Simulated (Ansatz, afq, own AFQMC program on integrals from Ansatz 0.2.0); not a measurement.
**BF (singlet): AFQMC on the coupled-cluster ladder as a fragment species, def2-TZVP**

How near does AFQMC come to the top of the ladder for BF (singlet)?

Computed with Ansatz 0.2.0, Gaussian basis, and an in-house AFQMC program (afq) on its integrals; all values are calculated. Level: def2-TZVP, frozen cores.

The runs, in order: PBE (unrestricted); r2SCAN (unrestricted); PBE0 (unrestricted); B3LYP (unrestricted); wB97M-V (unrestricted); CCSD(T) on RHF; B2PLYP (unrestricted); CCSDT(Q) on RHF; CCSD(T) on RHF; CCSD(T) on RHF; Phaseless AFQMC, CISD trial on RHF; UHF.

**1. The geometry**

The geometry is a PBE0/def2-SVP stationary point (not a proven minimum).

2 atoms, charge 0, spin multiplicity 1.

Atoms are counted from 1 here; the program's logs count them from 0.

Bond lengths: B1–F2 1.263 Å.

**2. PBE (unrestricted)**

Input file in.yaml:

```yaml
crystal:
  periodic: [false, false, false]
  atoms:
    - {symbol: B, position_ang: [0.017324, -0.010670, 0.008376]}
    - {symbol: F, position_ang: [-0.990654, 0.569800, -0.483566]}
basis:
  gaussian: {orbitals: def2-TZVP}
magnetization: {spin_polarized: true, initial_magnetization: 0}
hamiltonian: {xc: {name: PBE}}
output: {orbitals: {seedname: orbitals}}
```

On the command line:

```bash
> ansatz run in.yaml --threads 1 --pin off --events-out ev --progress --plain --max-ram 5632MiB --backend cpu
```

Output:

```text
Functional definition: PBE
  name "PBE"
  cite "Perdew, Burke & Ernzerhof, Phys. Rev. Lett. 77, 3865 (1996) doi:10.1103/PhysRevLett.77.3865"
  parent pbe
  parameter kappa = 0.804
  parameter beta = 0.06672455060314922
  exchange = pbe_x(kappa = kappa, mu = beta*pi^2/3)
  correlation = pbe_c(beta = beta)
325 factors; their error is unknown
mean field evaluation 1: about -3389.0204 eV, gradient 1.8e1 eV
mean field evaluation 2: about -3386.9163 eV, gradient 3.4e1 eV
mean field evaluation 4: about -3389.9047 eV, gradient 2.7e-1 eV
mean field evaluation 8: about -3389.9049 eV, gradient 1.3e-3 eV
mean field -3389.90493123 eV, -124.5767084625 hartree, gradient 5.4e-6 eV, S^2 0.000000; 0 other end points of the search recorded, 0 dependent functions left out
reference -3389.90495919 eV, -124.5767094902 hartree; 7, 7 occupied and 55, 55 virtual orbitals, 325 factors
Total energy: -3389.90495919 eV, -124.5767094902 hartree
```

Wall time 0.42 s (1 thread of AMD EPYC 7R13 (Zen 3), shared host); peak memory 1.6 GiB.

From the report: ⟨S²⟩ of the determinant 0.000 (pure singlet: 0.00).

**3. r2SCAN (unrestricted)**

Changes to in.yaml since step 2:

```diff
@@ -8,3 +8,2 @@
 magnetization: {spin_polarized: true, initial_magnetization: 0}
-hamiltonian: {xc: {name: PBE}}
-output: {orbitals: {seedname: orbitals}}
+hamiltonian: {xc: {name: r2SCAN}}
```

Launched as before.

Output:

```text
Functional definition: r2SCAN
  name "r2SCAN"
  cite "Furness, Kaplan, Ning, Perdew & Sun, J. Phys. Chem. Lett. 11, 8208 (2020) doi:10.1021/acs.jpclett.0c02405"
  cite "Furness, Kaplan, Ning, Perdew & Sun, J. Phys. Chem. Lett. 11, 9248 (2020) doi:10.1021/acs.jpclett.0c03077"
  parent r2scan
  parameter k0 = 0.174
  parameter k1 = 0.065
  parameter a1 = 4.9479
  exchange = r2scan_x(k0 = k0, k1 = k1, a1 = a1)
  correlation = r2scan_c
325 factors; their error is unknown
mean field evaluation 1: about -3391.1826 eV, gradient 1.7e1 eV
mean field evaluation 2: about -3389.5101 eV, gradient 3.0e1 eV
mean field evaluation 4: about -3391.9560 eV, gradient 1.7e-1 eV
mean field evaluation 8: about -3391.9580 eV, gradient 2.6e-3 eV
mean field evaluation 16: about -3390.5168 eV, gradient 6.3e0 eV
mean field -3391.95795535 eV, -124.6521557075 hartree, gradient 1.1e-5 eV, S^2 0.000000; 1 other end points of the search recorded, 0 dependent functions left out
reference -3391.95796664 eV, -124.6521561225 hartree; 7, 7 occupied and 55, 55 virtual orbitals, 325 factors
Total energy: -3391.95796664 eV, -124.6521561225 hartree
```

Run time: 0.96 s. Hardware: 1 thread of AMD EPYC 7R13 (Zen 3), shared host; peak memory 1.6 GiB.

From the report: ⟨S²⟩ of the determinant 0.000 (pure singlet: 0.00).

**4. PBE0 (unrestricted)**

Changes to in.yaml since step 3:

```diff
@@ -8,2 +8,3 @@
 magnetization: {spin_polarized: true, initial_magnetization: 0}
-hamiltonian: {xc: {name: r2SCAN}}
+hamiltonian: {xc: {name: PBE0}}
+output: {orbitals: {seedname: orbitals}}
```

Launched as before.

Output:

```text
Functional definition: PBE0
  name "PBE0"
  cite "Adamo & Barone, J. Chem. Phys. 110, 6158 (1999) doi:10.1063/1.478522"
  cite "Perdew, Burke & Ernzerhof, Phys. Rev. Lett. 77, 3865 (1996) doi:10.1103/PhysRevLett.77.3865"
  parent pbe
  parameter a = 0.25
  parameter kappa = 0.804
  parameter beta = 0.06672455060314922
  exchange = (1 - a)*pbe_x(kappa = kappa, mu = beta*pi^2/3) + a*exact_x
  correlation = pbe_c(beta = beta)
325 factors; their error is unknown
mean field evaluation 1: about -3389.1895 eV, gradient 1.7e1 eV
mean field evaluation 2: about -3388.0221 eV, gradient 2.7e1 eV
mean field evaluation 4: about -3389.9860 eV, gradient 1.8e-1 eV
mean field evaluation 8: about -3390.0007 eV, gradient 5.9e-4 eV
mean field -3390.00068633 eV, -124.5802273975 hartree, gradient 4.5e-5 eV, S^2 0.000000; 0 other end points of the search recorded, 0 dependent functions left out
reference -3390.00070725 eV, -124.5802281666 hartree; 7, 7 occupied and 55, 55 virtual orbitals, 325 factors
Total energy: -3390.00070725 eV, -124.5802281666 hartree
```

Wall time 0.45 s (1 thread of AMD EPYC 7R13 (Zen 3), shared host); peak memory 1.6 GiB.

From the report: ⟨S²⟩ of the determinant 0.000 (pure singlet: 0.00).

**5. B3LYP (unrestricted)**

Changes to in.yaml since step 4:

```diff
@@ -8,3 +8,2 @@
 magnetization: {spin_polarized: true, initial_magnetization: 0}
-hamiltonian: {xc: {name: PBE0}}
-output: {orbitals: {seedname: orbitals}}
+hamiltonian: {xc: {name: B3LYP}}
```

Launched as before.

Output:

```text
Functional definition: B3LYP
  name "B3LYP"
  cite "Stephens, Devlin, Chabalowski & Frisch, J. Phys. Chem. 98, 11623 (1994) doi:10.1021/j100096a001"
  cite "Becke, Phys. Rev. A 38, 3098 (1988) doi:10.1103/PhysRevA.38.3098"
  cite "Lee, Yang & Parr, Phys. Rev. B 37, 785 (1988) doi:10.1103/PhysRevB.37.785"
  cite "Vosko, Wilk & Nusair, Can. J. Phys. 58, 1200 (1980) doi:10.1139/p80-159"
  parameter a0 = 0.2
  parameter ax = 0.72
  parameter ac = 0.81
  exchange = (1 - a0 - ax)*slater_x + ax*b88_x + a0*exact_x
  correlation = (1 - ac)*vwn_rpa_c + ac*lyp_c
325 factors; their error is unknown
mean field evaluation 1: about -3392.8834 eV, gradient 1.9e1 eV
mean field evaluation 2: about -3391.1429 eV, gradient 3.2e1 eV
mean field evaluation 4: about -3393.8158 eV, gradient 2.1e-1 eV
mean field evaluation 8: about -3393.8274 eV, gradient 1.1e-3 eV
mean field -3393.82738136 eV, -124.7208558460 hartree, gradient 7.3e-5 eV, S^2 0.000000; 0 other end points of the search recorded, 0 dependent functions left out
reference -3393.82754493 eV, -124.7208618573 hartree; 7, 7 occupied and 55, 55 virtual orbitals, 325 factors
Total energy: -3393.82754493 eV, -124.7208618573 hartree
```

It took 0.48 s on 1 thread of AMD EPYC 7R13 (Zen 3), shared host; peak memory 1.6 GiB.

From the report: ⟨S²⟩ of the determinant 0.000 (pure singlet: 0.00).

**6. wB97M-V (unrestricted)**

Changes to in.yaml since step 5:

```diff
@@ -8,2 +8,3 @@
 magnetization: {spin_polarized: true, initial_magnetization: 0}
-hamiltonian: {xc: {name: B3LYP}}
+hamiltonian: {xc: {name: wB97M-V}}
+output: {orbitals: {seedname: orbitals}}
```

Same command.

Output (excerpt; [...] marks lines left out):

```text
Functional definition: wB97M-V
  name "wB97M-V"
  cite "Mardirossian & Head-Gordon, J. Chem. Phys. 144, 214110 (2016) doi:10.1063/1.4952647"
  cite "Becke, J. Chem. Phys. 107, 8554 (1997) doi:10.1063/1.475007"
  cite "Vydrov & Van Voorhis, J. Chem. Phys. 133, 244103 (2010) doi:10.1063/1.3521275"
  # Of w^i u^j: cxij and so on, Table III.
[...]
  gx(w, u) = 1 - cx + cx01*u + cx10*w
  gss(w, u) = css00 + css04*u^4 + css10*w + css20*w^2 + css43*w^4*u^3
  gos(w, u) = cos00 + cos10*w + (cos20 + cos21*u)*w^2 + (cos60 + cos61*u)*w^6
[...]
      + integral(e_c_pw_mod_opposite_spin*gos(b97_w_opposite, b97_u_opposite)) + vv10(b, c)
325 factors; their error is unknown
73 factors; integrals over basis functions are off by at most 5.7e-5 eV
[...]
mean field -3392.96134907 eV, -124.6890297465 hartree, gradient 1.4e-5 eV, S^2 0.000000; 0 other end points of the search recorded, 0 dependent functions left out
reference -3392.96138218 eV, -124.6890309633 hartree; 7, 7 occupied and 55, 55 virtual orbitals, 325 factors
Total energy: -3392.96138218 eV, -124.6890309633 hartree
```

It took 1.3 s on 1 thread of AMD EPYC 7R13 (Zen 3), shared host; peak memory 1.6 GiB.

From the report: ⟨S²⟩ of the determinant 0.000 (pure singlet: 0.00).

**7. CCSD(T) on RHF**

Input file in.yaml:

```yaml
crystal:
  periodic: [false, false, false]
  atoms:
    - {symbol: B, position_ang: [0.017324, -0.010670, 0.008376]}
    - {symbol: F, position_ang: [-0.990654, 0.569800, -0.483566]}
basis:
  gaussian: {orbitals: def2-TZVP}
magnetization: {spin_polarized: false}
correlation: {method: ccsd_t, electrons: outside_noble_gas, hamiltonian_folder: ham}
```

On the command line:

```bash
> ansatz run in.yaml --threads 1 --pin off --events-out ev --progress --plain --max-ram 16896MiB --backend cuda --devices 0, --max-vram 18GiB
```

Output (excerpt; [...] marks lines left out):

```text
Functional definition: HF
  name "HF"
  cite "Fock, Z. Phys. 61, 126 (1930) doi:10.1007/BF01340294"
  parent pbe
[...]
407 factors; integrals over basis functions are off by at most 1.7e-3 eV
[...]
mean field -3378.62691196 eV, -124.1622488990 hartree, gradient 1.5e-6 eV, S^2 0.000000; 0 other end points of the search recorded, 0 dependent functions left out
2 core orbitals not correlated: weight in the atoms' cores, before any rotation towards them, 1.000 or more for the frozen orbitals, at most 0.000 for the correlated occupied ones
reference -3378.62691196 eV, -124.1622488990 hartree; 5, 5 occupied and 55, 55 virtual orbitals, 407 factors
second order -8.70143246 eV of doubles, -0.00000000 eV of singles
cycle   1  -8.71322108 eV  change   -1.2e-2 eV  update   8.1e-2
[...]
cycle  10  -9.05495037 eV  change    1.9e-6 eV  update   2.6e-6
perturbative correction -0.28973977 eV, -0.0106477401 hartree
Total energy: -3387.97160210 eV, -124.5056599276 hartree
```

Run time: 4.3 s. Hardware: 1 × NVIDIA H100 80GB HBM3 with 1 thread of AMD EPYC 7R13 (Zen 3), shared host; peak host memory 1.6 GiB.

From the report: correlation -9.3447 eV; T1 0.016; largest double amplitude 0.09.

This run also writes the integrals to the folder ham.

**8. B2PLYP (unrestricted)**

Input file in.yaml:

```yaml
crystal:
  periodic: [false, false, false]
  atoms:
    - {symbol: B, position_ang: [0.017324, -0.010670, 0.008376]}
    - {symbol: F, position_ang: [-0.990654, 0.569800, -0.483566]}
basis:
  gaussian: {orbitals: def2-TZVP}
magnetization: {spin_polarized: true, initial_magnetization: 0}
hamiltonian: {xc: {name: B2PLYP}}
correlation: {electrons: outside_noble_gas}
```

On the command line:

```bash
> ansatz run in.yaml --threads 1 --pin off --events-out ev --progress --plain --max-ram 5632MiB --backend cpu
```

Output (excerpt; [...] marks lines left out):

```text
Functional definition: B2PLYP
  name "B2PLYP"
  cite "Grimme, J. Chem. Phys. 124, 034108 (2006) doi:10.1063/1.2148954"
  cite "Becke, Phys. Rev. A 38, 3098 (1988) doi:10.1103/PhysRevA.38.3098"
  cite "Lee, Yang & Parr, Phys. Rev. B 37, 785 (1988) doi:10.1103/PhysRevB.37.785"
[...]
407 factors; integrals over basis functions are off by at most 1.7e-3 eV
[...]
mean field -3388.85657383 eV, -124.5381820387 hartree, gradient 8.3e-7 eV, S^2 0.000000; 2 other end points of the search recorded, 0 dependent functions left out
2 core orbitals not correlated: weight in the atoms' cores, before any rotation towards them, 1.000 or more for the frozen orbitals, at most 0.000 for the correlated occupied ones
reference -3388.85667640 eV, -124.5381858080 hartree; 5, 5 occupied and 55, 55 virtual orbitals, 407 factors
second order -10.47141704 eV of doubles, -0.00000000 eV of singles
Total energy: -3391.68395900 eV, -124.6420865272 hartree
```

Run time: 0.81 s. Hardware: 1 thread of AMD EPYC 7R13 (Zen 3), shared host; peak memory 1.6 GiB.

From the report: ⟨S²⟩ of the determinant 0.000 (pure singlet: 0.00).

**9. CCSDT(Q) on RHF**

Input file in.yaml:

```yaml
crystal:
  periodic: [false, false, false]
  atoms:
    - {symbol: B, position_ang: [0.017324, -0.010670, 0.008376]}
    - {symbol: F, position_ang: [-0.990654, 0.569800, -0.483566]}
basis:
  gaussian: {orbitals: def2-TZVP}
magnetization: {spin_polarized: false}
correlation: {method: ccsdt_q, electrons: outside_noble_gas}
```

On the command line:

```bash
> ansatz run in.yaml --threads 1 --pin off --events-out ev --progress --plain --max-ram 16896MiB --backend cuda --devices 0, --max-vram 18GiB
```

Output (excerpt; [...] marks lines left out):

```text
Functional definition: HF
  name "HF"
  cite "Fock, Z. Phys. 61, 126 (1930) doi:10.1007/BF01340294"
  parent pbe
[...]
723 factors; integrals over basis functions are off by at most 1.7e-7 eV
[...]
mean field -3378.62692238 eV, -124.1622492819 hartree, gradient 1.4e-6 eV, S^2 0.000000; 0 other end points of the search recorded, 0 dependent functions left out
2 core orbitals not correlated: weight in the atoms' cores, before any rotation towards them, 1.000 or more for the frozen orbitals, at most 0.000 for the correlated occupied ones
reference -3378.62692238 eV, -124.1622492819 hartree; 5, 5 occupied and 55, 55 virtual orbitals, 723 factors
second order -8.70144766 eV of doubles, -0.00000000 eV of singles
cycle   1  -8.71322359 eV  change   -1.2e-2 eV  update   9.1e-2
[...]
cycle  14  -9.35248010 eV  change    4.9e-7 eV  update   3.1e-7
perturbative correction -0.01465278 eV, -0.0005384798 hartree
Total energy: -3387.99405526 eV, -124.5064850659 hartree
```

Wall time 6.5 s (1 × NVIDIA H100 80GB HBM3 with 1 thread of AMD EPYC 7R13 (Zen 3), shared host); peak host memory 1.6 GiB.

From the report: correlation -9.3671 eV; T1 0.016; largest double amplitude 0.09.

**10. CCSD(T) on RHF**

Changes to in.yaml since step 9:

```diff
@@ -6,4 +6,4 @@
 basis:
-  gaussian: {orbitals: def2-TZVP}
+  gaussian: {orbitals: def2-TZVPP}
 magnetization: {spin_polarized: false}
-correlation: {method: ccsdt_q, electrons: outside_noble_gas}
+correlation: {method: ccsd_t, electrons: outside_noble_gas}
```

The command is unchanged.

Output (excerpt; [...] marks lines left out):

```text
Functional definition: HF
  name "HF"
  cite "Fock, Z. Phys. 61, 126 (1930) doi:10.1007/BF01340294"
  parent pbe
[...]
407 factors; integrals over basis functions are off by at most 1.7e-3 eV
[...]
mean field -3378.62691196 eV, -124.1622488990 hartree, gradient 1.5e-6 eV, S^2 0.000000; 0 other end points of the search recorded, 0 dependent functions left out
2 core orbitals not correlated: weight in the atoms' cores, before any rotation towards them, 1.000 or more for the frozen orbitals, at most 0.000 for the correlated occupied ones
reference -3378.62691196 eV, -124.1622488990 hartree; 5, 5 occupied and 55, 55 virtual orbitals, 407 factors
second order -8.70143246 eV of doubles, -0.00000000 eV of singles
cycle   1  -8.71322108 eV  change   -1.2e-2 eV  update   8.1e-2
[...]
cycle  10  -9.05495037 eV  change    1.9e-6 eV  update   2.6e-6
perturbative correction -0.28973977 eV, -0.0106477401 hartree
Total energy: -3387.97160210 eV, -124.5056599276 hartree
```

It took 3.5 s on 1 × NVIDIA H100 80GB HBM3 with 1 thread of AMD EPYC 7R13 (Zen 3), shared host; peak host memory 1.6 GiB.

From the report: correlation -9.3447 eV; T1 0.016; largest double amplitude 0.09.

**11. CCSD(T) on RHF**

Changes to in.yaml since step 10:

```diff
@@ -6,3 +6,3 @@
 basis:
-  gaussian: {orbitals: def2-TZVPP}
+  gaussian: {orbitals: "def2-QZVPP.json"}
 magnetization: {spin_polarized: false}
```

Launched as before.

Output (excerpt; [...] marks lines left out):

```text
Functional definition: HF
  name "HF"
  cite "Fock, Z. Phys. 61, 126 (1930) doi:10.1007/BF01340294"
  parent pbe
[...]
711 factors; integrals over basis functions are off by at most 1.1e-3 eV
[...]
mean field -3378.78565381 eV, -124.1680825543 hartree, gradient 7.5e-7 eV, S^2 0.000000; 0 other end points of the search recorded, 0 dependent functions left out
2 core orbitals not correlated: weight in the atoms' cores, before any rotation towards them, 1.000 or more for the frozen orbitals, at most 0.000 for the correlated occupied ones
reference -3378.78565381 eV, -124.1680825543 hartree; 5, 5 occupied and 107, 107 virtual orbitals, 711 factors
second order -9.49038807 eV of doubles, -0.00000000 eV of singles
cycle   1  -9.41154264 eV  change    7.9e-2 eV  update   7.9e-2
[...]
cycle  10  -9.75523698 eV  change    7.9e-7 eV  update   2.7e-6
perturbative correction -0.33659999 eV, -0.0123698214 hartree
Total energy: -3388.87749078 eV, -124.5389507224 hartree
```

It took 3.8 s on 1 × NVIDIA H100 80GB HBM3 with 1 thread of AMD EPYC 7R13 (Zen 3), shared host; peak host memory 1.6 GiB.

From the report: correlation -10.0918 eV; T1 0.015; largest double amplitude 0.06.

**12. Phaseless AFQMC, CISD trial on RHF**

It reads the integrals that the CCSD(T) run on this determinant wrote.

On the command line:

```bash
> afq ham --method phaseless --trial cisd --walkers 4000 --populations 20 --least-time 60 --time-step 0.005 --steps-per-block 50 --equilibration-blocks 28 --max-blocks 4000 --target-error 0.00019 --factor-cut 1e-05 --seed 5460 --release-times 0.24,0.51,0.99,1.62,2.4 --release-step 0.03 --release-every 3 --taylor-order 6
```

Output:

```text
orbitals 60  electrons 5 5  factors 407 of 407
reference energy -124.16224890 Eh
CCSD correlation -0.33276338 Eh in 10 cycles, weight of the determinant in the CISD state 0.8984
energy of the start -124.495013 Eh
 block  time / (1/Eh)  mean weight  energy / Eh
     1     0.250  0.9998  -124.495271
     2     0.500  0.9998  -124.500542
     3     0.750  0.9995  -124.501833
     4     1.000  0.9995  -124.504300
     5     1.250  0.9996  -124.503740
     6     1.500  1.0001  -124.505048
     7     1.750  1.0002  -124.505611
     8     2.000  1.0004  -124.505205
     9     2.250  1.0003  -124.504995
    10     2.500  0.9999  -124.505772
    11     2.750  1.0004  -124.505606
    13     3.250  0.9997  -124.506273
    15     3.750  1.0002  -124.506308
    17     4.250  1.0001  -124.505404
    19     4.750  1.0001  -124.506665
    21     5.250  1.0004  -124.507216
    23     5.750  1.0000  -124.506657
    25     6.250  0.9998  -124.505125
    27     6.750  0.9997  -124.504120
    29     7.250  1.0003  -124.504909
    31     7.750  0.9999  -124.506577
    33     8.250  1.0002  -124.508175
    35     8.750  1.0004  -124.506256
    37     9.250  0.9995  -124.505120
    39     9.750  1.0002  -124.505755
    41    10.250  1.0000  -124.505757
    43    10.750  1.0004  -124.506140
    45    11.250  1.0001  -124.506355
    47    11.750  1.0001  -124.507090
    49    12.250  1.0001  -124.507054
    51    12.750  0.9991  -124.505988
    53    13.250  0.9995  -124.506452
    55    13.750  1.0004  -124.506369
    57    14.250  1.0002  -124.505319
    59    14.750  1.0004  -124.505488
    61    15.250  0.9999  -124.506539
    63    15.750  1.0000  -124.505823
    65    16.250  0.9996  -124.505940
    67    16.750  1.0000  -124.508481
    69    17.250  0.9998  -124.506120
    71    17.750  1.0002  -124.507229
    73    18.250  1.0001  -124.506027
    75    18.750  1.0001  -124.505861
    77    19.250  0.9997  -124.505388
    79    19.750  1.0006  -124.507112
    81    20.250  0.9997  -124.506350
    83    20.750  1.0001  -124.506269
    85    21.250  1.0001  -124.508164
    87    21.750  1.0004  -124.506268
error from the spread of 20 populations
released: time / (1/Eh)  energy / Eh  error  mean overlap
  0.24  -124.506531  0.000135  0.9930
  0.51  -124.506641  0.000108  0.9866
  0.99  -124.506475  0.000132  0.9780
  1.62  -124.506614  0.000191  0.9668
  2.40  -124.506492  0.000305  0.9599
energy -124.506335 +/- 0.000178 Eh
```

Wall time 83 s (1 × NVIDIA H100 80GB HBM3 with 2 threads of AMD EPYC 7R13 (Zen 3), shared host); peak host memory 1.6 GiB.

Energy -3387.9900 ± 0.0048 eV. Caveats: constraint bias not in the error.

**13. UHF**

Input file in.yaml:

```yaml
crystal:
  periodic: [false, false, false]
  atoms:
    - {symbol: B, position_ang: [0.017324, -0.010670, 0.008376]}
    - {symbol: F, position_ang: [-0.990654, 0.569800, -0.483566]}
basis:
  gaussian: {orbitals: def2-TZVP}
magnetization: {spin_polarized: true, initial_magnetization: 0}
hamiltonian: {xc: hf}
output: {orbitals: {seedname: orbitals}}
```

On the command line:

```bash
> ansatz run in.yaml --threads 1 --pin off --events-out ev --progress --plain --max-ram 16896MiB --backend cuda --devices 0, --max-vram 18GiB
```

Output:

```text
Functional definition: HF
  name "HF"
  cite "Fock, Z. Phys. 61, 126 (1930) doi:10.1007/BF01340294"
  parent pbe
  exchange = exact_x
  correlation = 0
422 factors; their error is unknown
mean field evaluation 1: about -3377.6102 eV, gradient 1.6e1 eV
mean field evaluation 2: about -3378.2333 eV, gradient 1.1e1 eV
mean field evaluation 4: about -3378.5673 eV, gradient 2.2e-1 eV
mean field evaluation 8: about -3378.6269 eV, gradient 1.1e-4 eV
mean field evaluation 16: about -3370.5364 eV, gradient 1.4e1 eV
mean field evaluation 32: about -3363.2066 eV, gradient 1.6e1 eV
mean field -3378.62689344 eV, -124.1622482183 hartree, gradient 1.9e-5 eV, S^2 0.000000; 0 other end points of the search recorded, 0 dependent functions left out
reference -3378.62689344 eV, -124.1622482183 hartree; 7, 7 occupied and 55, 55 virtual orbitals, 422 factors
Total energy: -3378.62689344 eV, -124.1622482183 hartree
```

Run time: 2.9 s. Hardware: 1 × NVIDIA H100 80GB HBM3 with 1 thread of AMD EPYC 7R13 (Zen 3), shared host; peak host memory 1.6 GiB.

From the report: ⟨S²⟩ of the determinant 0.000 (pure singlet: 0.00).

**14. AFQMC on the ladder**

On the RHF determinant, counted from CCSDT(Q) (a yardstick, not exact):

| level | energy (eV) | from CCSDT(Q) (meV) | statistical error (meV) | time |
| --- | --- | --- | --- | --- |
| HF | -3378.6269 | +9367.1 |  |  |
| MP2 | -3387.3283 | +665.7 |  |  |
| CCSD | -3387.6819 | +312.2 |  |  |
| CCSD(T) | -3387.9716 | +22.5 |  |  |
| CCSDT(Q) | -3387.9941 | 0.0 |  |  |
| Phaseless AFQMC, CISD trial, step 0.005, 4000 walkers | -3387.9900 | +4.1 | 4.8 | 83 s |

The functionals' totals stand on their own zeros and serve differences with other points: PBE -3389.905 eV; r2SCAN -3391.958 eV; PBE0 -3390.001 eV; B3LYP -3393.828 eV; wB97M-V -3392.961 eV; B2PLYP -3391.684 eV.

**15. Outcome**

```
                                        quantity           value
                    CCSD(T) on RHF from CCSDT(Q)       +22.5 meV
Phaseless AFQMC, CISD trial on RHF from CCSDT(Q)  +4.1 ± 4.8 meV
```

**Reading.** On RHF the phaseless walk with the CISD trial lies +4.1 meV from CCSDT(Q), within three error bars. Error bars are statistical and leave out the constraint, the time step and what remains of the start.
